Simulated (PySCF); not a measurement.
Level of theory: B3LYP-D3(BJ)/def2-TZVP // B3LYP-D3(BJ)/def2-SVP (PySCF 2.14.0). Isolated molecules, 0 K electronic values unless said otherwise. B3LYP has the VWN-RPA correlation part, as in Gaussian. 

Reference species (SMILES): `O` (neutral, multiplicity 1).

```json
{
  "HOMO–LUMO gap": "8.96 eV",
  "dipole_moment": "2.10 D"
}
```

Changed species: `N` (free base NH3; the reference has free base H2O).

Give the shifts of the HOMO–LUMO gap and dipole moment.

the HOMO–LUMO gap falls by 0.93 eV, to 8.03 eV; the dipole moment falls by 0.32 D, to 1.78 D.
